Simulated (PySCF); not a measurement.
PySCF input (BP86/6-31G* (5d)):

```python
from pyscf import gto, dft

mol = gto.M(
    atom='''
    C    -0.00768397    0.00047609    0.45577993
    H    -0.02591434    0.00160561    1.53712694
    Cl    0.01488659    1.69164517   -0.08530085
    Cl    1.45955078   -0.85759891   -0.05828251
    Cl   -1.47020100   -0.83430874   -0.10769937
    ''',
    basis='6-31g*',
    charge=0,
    spin=0,
    verbose=4,
)

mf = dft.RKS(mol, xc='bp86')
mf.grids.level = 3
mf.conv_tol = 1e-9
mf.max_cycle = 100
mf.max_memory = 1500
mf.kernel()
if not mf.converged:
    mf = mf.newton()
    mf.kernel(mf.make_rdm1())
mf.dip_moment()
```

Output:

```
PySCF version 2.14.0

[INPUT] verbose = 4
[INPUT] num. atoms = 5
[INPUT] num. electrons = 58
[INPUT] charge = 0
[INPUT] spin (= nelec alpha-beta = 2S) = 0
[INPUT] symmetry False subgroup None
[INPUT] Mole.unit = angstrom
[INPUT] Symbol           X                Y                Z      unit          X                Y                Z       unit  Magmom
[INPUT]  1 C     -0.007683970000   0.000476090000   0.455779930000 AA   -0.014520598849   0.000899679711   0.861299240773 Bohr   0.0
[INPUT]  2 H     -0.025914340000   0.001605610000   1.537126940000 AA   -0.048971005299   0.003034163163   2.904748935291 Bohr   0.0
[INPUT]  3 Cl     0.014886590000   1.691645170000  -0.085300850000 AA    0.028131578029   3.196746071243  -0.161195244693 Bohr   0.0
[INPUT]  4 Cl     1.459550780000  -0.857598910000  -0.058282510000 AA    2.758151239095  -1.620627064626  -0.110137981752 Bohr   0.0
[INPUT]  5 Cl    -1.470201000000  -0.834308740000  -0.107699370000 AA   -2.778277238062  -1.576615021931  -0.203522313088 Bohr   0.0

nuclear repulsion = 262.213783839264
number of shells = 32
number of NR pGTOs = 184
number of NR cGTOs = 70
basis = 6-31g*
ecp = {}

******** <class 'pyscf.dft.rks.RKS'> ********
method = RKS
initial guess = minao
damping factor = 0
level_shift factor = 0
DIIS = <class 'pyscf.scf.diis.CDIIS'>
diis_start_cycle = 1
diis_space = 8
diis_damp = 0
SCF conv_tol = 1e-09
SCF conv_tol_grad = None
SCF max_cycles = 100
direct_scf = True
direct_scf_tol = 1e-13
XC library pyscf.dft.libxc version 7.1.2
    S. Lehtola, C. Steigemann, M. J. T. Oliveira, and M. A. L. Marques,  SoftwareX 7, 1–5 (2018)
XC functionals = bp86
    A. D. Becke,  Phys. Rev. A 38, 3098 (1988)
    J. P. Perdew,  Phys. Rev. B 33, 8822 (1986)
    J. P. Perdew,  Phys. Rev. B 34, 7406–7406 (1986)
radial grids:
    Treutler-Ahlrichs [JCP 102, 346 (1995); DOI:10.1063/1.469408] (M4) radial grids

becke partition: Becke, JCP 88, 2547 (1988); DOI:10.1063/1.454033
pruning grids: <function nwchem_prune>
grids dens level: 3
symmetrized grids: False
atomic radii adjust function: <function treutler_atomic_radii_adjust>
small_rho_cutoff = 0
Set gradient conv threshold to 3.16228e-05
Initial guess from minao.
tot grids = 80568
init E= -1419.70201647162
  HOMO = -0.315048530827759  LUMO = -0.0796033703269066  gap/eV = 6.40679
cycle= 1 E= -1419.31691648181  delta_E= 0.385  |g|= 0.389  |ddm|= 2.51
  HOMO = -0.254980281261439  LUMO = -0.0992071530989862  gap/eV = 4.23880
cycle= 2 E= -1419.17293066884  delta_E= 0.144  |g|= 0.872  |ddm|= 1.18
  HOMO = -0.265390112011907  LUMO = -0.0689811638156073  gap/eV = 5.34456
cycle= 3 E= -1419.35679232426  delta_E= -0.184  |g|= 0.0638  |ddm|= 0.781
  HOMO = -0.278055764070329  LUMO = -0.0806886228611274  gap/eV = 5.37063
cycle= 4 E= -1419.35793330974  delta_E= -0.00114  |g|= 0.0158  |ddm|= 0.112
  HOMO = -0.276264419872218  LUMO = -0.0783814045371796  gap/eV = 5.38467
cycle= 5 E= -1419.35800036293  delta_E= -6.71e-05  |g|= 0.00263  |ddm|= 0.0211
  HOMO = -0.276274201791878  LUMO = -0.0783518343556029  gap/eV = 5.38574
cycle= 6 E= -1419.35800198263  delta_E= -1.62e-06  |g|= 0.000386  |ddm|= 0.00344
  HOMO = -0.27628739838817  LUMO = -0.0783686488355566  gap/eV = 5.38564
cycle= 7 E= -1419.35800202389  delta_E= -4.13e-08  |g|= 6.8e-05  |ddm|= 0.00064
  HOMO = -0.276288471479898  LUMO = -0.0783720605025393  gap/eV = 5.38558
cycle= 8 E= -1419.35800202509  delta_E= -1.2e-09  |g|= 1.4e-05  |ddm|= 0.000106
  HOMO = -0.276288540453065  LUMO = -0.0783716634354032  gap/eV = 5.38559
cycle= 9 E= -1419.35800202515  delta_E= -5.75e-11  |g|= 9.21e-07  |ddm|= 2.16e-05
  HOMO = -0.276288596852046  LUMO = -0.078371769847847  gap/eV = 5.38559
Extra cycle  E= -1419.35800202515  delta_E= -2.96e-12  |g|= 1.02e-06  |ddm|= 2.35e-06
converged SCF energy = -1419.35800202515
Dipole moment(X, Y, Z, Debye): -0.02095,  0.00130,  1.24261
```

The geometry given is a B3LYP-D3(BJ)/def2-TZVP minimum.
